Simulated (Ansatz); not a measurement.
Consider the substitution at a C–N bond: `CNC=O` + `S=CS` → `O=CSC=S` + CH₃NH₂.

Calculated with Ansatz (gas phase, PBE0-D4/def2-TZVP geometries, no zero-point term in ΔE). CBS: MP2 limit from def2 TZ/QZ plus the TZ coupled-cluster correction, frozen cores. Functionals use def2-TZVPP. Each species was taken in one conformer, which may not be the lowest.

`CNC=O`:

Cartesian coordinates in Å:
```
C -1.068 0.313 -0.078
N 0.085 -0.484 0.253
C 1.347 -0.112 -0.054
O 1.659 0.905 -0.629
H -1.755 -0.234 -0.728
H -1.606 0.627 0.820
H -0.715 1.199 -0.604
H -0.039 -1.356 0.736
H 2.092 -0.857 0.284
```

`S=CS`:

```xyz
5

S    -1.148    0.542   -1.179
C     0.198   -0.036   -0.502
S     0.540   -0.304    1.162
H     1.061   -0.324   -1.106
H    -0.651    0.122    1.626
```

`O=CSC=S`:

Z-matrix (Å, degrees):
```
C
S 1 1.785
O 1 1.193 2 125.9
H 1 1.104 2 110.3 3 -180.0
C 2 1.732 1 100.7 3 -0.1
S 5 1.608 2 123.9 1 179.9
H 5 1.091 2 112.2 1 -0.1
```

CH₃NH₂:

```xyz
7

C     0.400    0.396   -0.079
N    -0.765   -0.384    0.304
H     1.121   -0.122   -0.728
H     0.932    0.717    0.820
H     0.076    1.301   -0.597
H    -0.486   -1.223    0.796
H    -1.278   -0.683   -0.515
```

```csv
species,r2SCAN0-D4 energy (Eh)
`CNC=O`,-209.14584
`S=CS`,-835.61822
`O=CSC=S`,-948.91146
CH₃NH₂,-95.82643
```

Task: Work out ΔE.

Result: ΔE = (-948.91146) + (-95.82643) − (-209.14584) − (-835.61822) = 0.02617 Eh = +68.7 kJ/mol. CCSD(T)/CBS gives +57.9 kJ/mol.

Task: What do rigid-rotor, harmonic-oscillator terms from PBE0-D4/def2-TZVP frequencies (298.15 K, 1 bar) make of the CCSD(T)/CBS value? (An estimate is asked.)

Result: The calculation gave: ΔZPE = +1.4 kJ/mol, ΔH = +60.4 kJ/mol, ΔS = -4 J/(mol·K), ΔG = +61.5 kJ/mol.

Largest T1 diagnostic among the species: 0.019.

Leaving LDA and LC-ωPBE aside and taking each functional with its dispersion term where it has one, the values, not all of them listed here, spread over 13.5 kJ/mol, from revPBE-D4 to CAM-B3LYP-D4. LDA lies +15.3 kJ/mol from PBE without D4. In def2-TZVPP, CCSD(T) changes the Hartree–Fock value by −15.5 kJ/mol (the triples alone add −3.3 kJ/mol) and MP2 by −14.7 kJ/mol. From PBE to PBE0 (25 % exact exchange), in def2-TZVPP and without D4, ΔE moves by +5.3 kJ/mol.
